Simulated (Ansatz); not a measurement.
[H···H···CH₂], triplet: the ladder up to full CI

All five atoms lie in one plane.

Geometry: a point of a hydrogen-transfer path between rigid fragments, not a stationary point.

```yaml
atoms:
  - { symbol: H, position_ang: [-2.1841, 0.0000, 0.0000] }
  - { symbol: H, position_ang: [-1.0651, 0.0000, 0.0000] }
  - { symbol: C, position_ang: [0.1739, 0.0000, 0.0000] }
  - { symbol: H, position_ang: [0.5884, 0.0000, 0.9962] }
  - { symbol: H, position_ang: [0.5884, 0.0000, -0.9962] }
```

Basis 6-31G; Ansatz 0.2.0. Correlated methods freeze the noble-gas cores, which leaves 8 electrons in 16 orbitals. Prefix R: restricted or restricted open-shell reference; prefix U: unrestricted. Active spaces: valence = (8e, 8o) chosen from the atoms' valence shells; pair = (4e, 4o) about the gap.

Full CI is exact within this basis and frozen core; it isn't the basis-set limit. The frozen core follows each run's orbitals, which can shift R against U totals by a few meV.

For open shells CISD and CISDTQ are restricted-active-space CI with the open shells as a complete middle space.

```
UHF ⟨S²⟩                          : 2.046
T1 diagnostic (RCCSD)             : 0.0290
largest doubles amplitude (RCCSD) : 0.066
T1 diagnostic (UCCSD)             : 0.0120
```

| level | E − E(full CI) (kcal/mol) | share of correlation (%) | wall time |
| --- | --- | --- | --- |
| RHF | 70.46 | 0.00 | – |
| UHF | 63.06 | 10.50 | – |
| RMP2 | 15.36 | 78.20 | – |
| UMP2 | 14.39 | 79.58 | – |
| CISD | 3.63 | 94.85 | 0.24 s |
| RCCSD | 1.09 | 98.46 | – |
| UCCSD | 1.04 | 98.53 | – |
| RCCSD(T) | 0.24 | 99.66 | 0.24 s |
| UCCSD(T) | 0.25 | 99.65 | 0.24 s |
| BCCD(T) | 0.26 | 99.64 | 0.24 s |
| RCCSDT | 0.07 | 99.90 | – |
| UCCSDT | 0.06 | 99.92 | – |
| CISDTQ | 0.07 | 99.91 | 0.78 s |
| RCCSDT(Q) | 0.01 | 99.99 | 1.6 s |
| UCCSDT(Q) | 0.00 | 100.01 | 1.4 s |
| RCCSDTQ | 0.00 | 100.00 | 9 s |
| UCCSDTQ | -0.01 | 100.01 | 9.5 s |
| CASSCF (pair space) | 53.98 | 23.39 | – |
| NEVPT2 (pair space) | 11.13 | 84.21 | 0.09 s |
| MRCISD (pair space) | 2.38 | 96.63 | – |
| MRCISD+Q (pair space) | 0.20 | 99.71 | 0.27 s |
| CASSCF (valence space) | 25.56 | 63.73 | – |
| NEVPT2 (valence space) | 5.60 | 92.05 | 0.9 s |
| MRCISD (valence space) | 0.66 | 99.06 | – |
| MRCISD+Q (valence space) | 0.18 | 99.74 | 1.3 s |
| MRCISD+Q(relaxed) (valence space) | -0.04 | 100.06 | 1.5 s |

The correlation energy at full CI, counted from RHF, is -3.056 eV. That run took 1.5 s on 1 thread of AMD EPYC 9R45, shared host over 795,200 determinants.

Times hold each run's SCF and search for its determinant on a shared host, so for small cases they say little of a method's own cost; they ran on 1 thread of AMD EPYC 9R45.

The full-CI state has the irrep B1 of C2v, in the program's axes.

Natural occupations of full CI about the gap: 1.973 1.969 1.958 0.999 0.993 0.033 0.027 0.021 0.007 0.005; effectively unpaired electrons, Σ n²(2−n)², 2.02.
